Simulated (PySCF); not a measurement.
Ethanimine, C2H5N.
SMILES with atom numbers: `[H]/[N:3]=[CH:2]\[CH3:1]` (hydrogens: H4, H5, H6 on C1; H7 on C2; H8 on N3)

Level of theory: PBE0-D3(BJ)/def2-SVP geometry optimisation, gas phase (PySCF).

Q: List the bond lengths, angles and torsions at this level.

A: 
```json
{"bond": "C1–C2", "length (Å)": "1.497", "order": "single"}
{"bond": "C2=N3", "length (Å)": "1.267", "order": "double"}
{"bond": "C1–H4, C1–H5, C1–H6", "length (Å)": "1.102", "order": "single"}
{"bond": "C2–H7", "length (Å)": "1.106", "order": "single"}
{"bond": "N3–H8", "length (Å)": "1.028", "order": "single"}
```

Bonds in one row agree within 0.01 Å and their mean is given. Orders are formal, as drawn. A selection of angles:
```json
{"angle": "C2–C1–H4", "degrees": "110.2"}
{"angle": "C2–C1–H5", "degrees": "110.7"}
{"angle": "H4–C1–H5", "degrees": "106.5"}
{"angle": "H4–C1–H6", "degrees": "108.6"}
{"angle": "C1–C2–N3", "degrees": "128.2"}
{"angle": "C1–C2–H7", "degrees": "115.1"}
{"angle": "N3–C2–H7", "degrees": "116.7"}
{"angle": "C2–N3–H8", "degrees": "110.0"}
```

Torsions: H8–N3–C2–C1 -1° (synperiplanar). The mirror-image conformer, all signs reversed, is as good.

Of the pairs four or more bonds apart, H6···H8 is among the closest relative to their van der Waals radii: 2.31 Å, 96 % of the sum of Bondi's values. N3 (imine nitrogen) is bent (angle 110.0°).

Point group: near Cs, missed by 0.11 Å at most; the miss may be what the optimiser left on a soft mode. Not checked by PBE0-D3(BJ)/def2-SVP frequencies.
